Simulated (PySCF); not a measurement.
Molecule: i-BuOMe (C(OC)C(C)C, C₅H₁₂O).

Mapped SMILES: `[CH3:1][O:2][CH2:3][CH:4]([CH3:5])[CH3:6]` (H(Xn): hydrogen on atom n).

Geometry PBE0-D3(BJ)/def2-SVP throughout; GIAO in PySCF 2.14, gas phase, one conformer, non-relativistic; equivalent atoms averaged; basis pcSseg-1.

(1) How do the shifts δ (against TMS, H2O at the same level) depend on the functional? (ppm; last column core-seconds on shared hosts with different chips, so compare them loosely; the GGAs took longer than the global hybrids here, which isn't the general rule, and the cause wasn't traced)

(2) Which nucleus moves most, in ppm?

## Answers

(1) 
| functional | kind | C3 | C1 | C4 | C5/C6 | O2 | H(C1) | H(C3) | H(C4) | H(C5)/H(C6) | core-s |
| --- | --- | --- | --- | --- | --- | --- | --- | --- | --- | --- | --- |
| HF | Hartree–Fock | 72.0 | 53.7 | 26.6 | 19.7 | -4.6 | 3.10 | 2.50 | 1.32 | 0.88 | 8.5 |
| LDA | LDA | 88.9 | 62.7 | 33.1 | 20.6 | 41.2 | 3.51 | 2.97 | 1.78 | 0.85 | 22 |
| PBE | GGA | 85.1 | 61.4 | 33.2 | 21.1 | 41.0 | 3.42 | 2.92 | 1.70 | 0.87 | 29 |
| BLYP | GGA | 86.6 | 62.3 | 35.0 | 21.8 | 46.8 | 3.45 | 2.93 | 1.68 | 0.90 | 30 |
| BP86 | GGA | 85.0 | 61.8 | 33.3 | 21.2 | 37.4 | 3.43 | 2.94 | 1.68 | 0.88 | 28 |
| OPBE | GGA | 79.1 | 58.6 | 30.8 | 20.1 | 33.7 | 3.31 | 2.87 | 1.69 | 0.86 | 29 |
| KT2 | GGA | 82.9 | 60.3 | 33.1 | 20.6 | 36.3 | 3.40 | 2.89 | 1.70 | 0.87 | 40 |
| KT3 | GGA | 80.4 | 59.1 | 33.0 | 20.7 | 38.7 | 3.33 | 2.85 | 1.68 | 0.88 | 41 |
| B97-D | GGA | 82.8 | 60.7 | 33.3 | 21.3 | 37.4 | 3.41 | 2.93 | 1.68 | 0.91 | 41 |
| B3LYP | global hybrid | 83.5 | 60.5 | 32.9 | 21.3 | 33.2 | 3.34 | 2.82 | 1.60 | 0.89 | 18 |
| PBE0 | global hybrid | 81.2 | 59.4 | 30.9 | 20.5 | 25.2 | 3.30 | 2.77 | 1.59 | 0.86 | 22 |
| mPW1PW91 | global hybrid | 80.8 | 59.3 | 30.8 | 20.6 | 24.4 | 3.28 | 2.77 | 1.57 | 0.86 | 27 |
| WP04 | global hybrid | 80.7 | 60.3 | 33.9 | 21.4 | 26.5 | 3.13 | 2.76 | 1.56 | 0.87 | 27 |
| B97-2 | global hybrid | 80.1 | 59.0 | 31.1 | 20.7 | 25.5 | 3.29 | 2.79 | 1.59 | 0.88 | 25 |
| BHandHLYP | global hybrid | 79.3 | 57.9 | 30.4 | 20.6 | 17.7 | 3.23 | 2.67 | 1.50 | 0.88 | 26 |
| CAM-B3LYP | range-separated hybrid | 82.5 | 59.8 | 31.4 | 20.7 | 26.3 | 3.34 | 2.78 | 1.57 | 0.88 | 33 |
| wB97X-D | range-separated hybrid | 80.7 | 59.5 | 30.4 | 20.7 | 19.4 | 3.28 | 2.77 | 1.53 | 0.87 | 31 |
| LC-wPBE | range-separated hybrid | 78.9 | 58.7 | 28.3 | 19.8 | 13.2 | 3.26 | 2.74 | 1.51 | 0.86 | 46 |

(2) O2 (ether oxygen): from -4.6 ppm with HF to 46.8 ppm with BLYP. The smallest spread is 0.06 ppm, at H(C5)/H(C6). Proton shifts span only some 12 ppm, so a few tenths of a ppm matter as much there as several ppm in carbon.
